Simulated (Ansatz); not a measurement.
Ansatz (an electronic-structure program) input:

Ansatz 0.2 input:
```yaml
crystal:
  periodic: [false, false, false]
  atoms:
    - {symbol: S, position_ang: [0.00108380, 0.01823548, 1.13620484]}
    - {symbol: C, position_ang: [0.00261406, 1.29542196, -0.04692498]}
    - {symbol: C, position_ang: [-0.00253788, -1.20240713, -0.07753578]}
    - {symbol: C, position_ang: [0.00033218, 0.73061502, -1.26663996]}
    - {symbol: C, position_ang: [-0.00262290, -0.67651780, -1.34119242]}
    - {symbol: H, position_ang: [0.00501141, 2.32821230, 0.25581372]}
    - {symbol: H, position_ang: [-0.00440903, -2.24242826, 0.20719009]}
    - {symbol: H, position_ang: [-0.00465585, -1.26022405, -2.24852233]}
basis:
  gaussian:
    orbitals: def2-TZVP
hamiltonian:
  xc: b3lyp
  dispersion: d3bj
magnetization: {spin_polarized: true, initial_magnetization: 1}
phonons: {temperatures: {t_min: 298.15, t_max: 298.15, t_step: 100}}
```

Question: Predict the final energy.

Answer: -552.41906 Eh (B3LYP-D3(BJ)/def2-TZVP). The basis has 179 functions.

It need not be the lowest isomer of its formula.
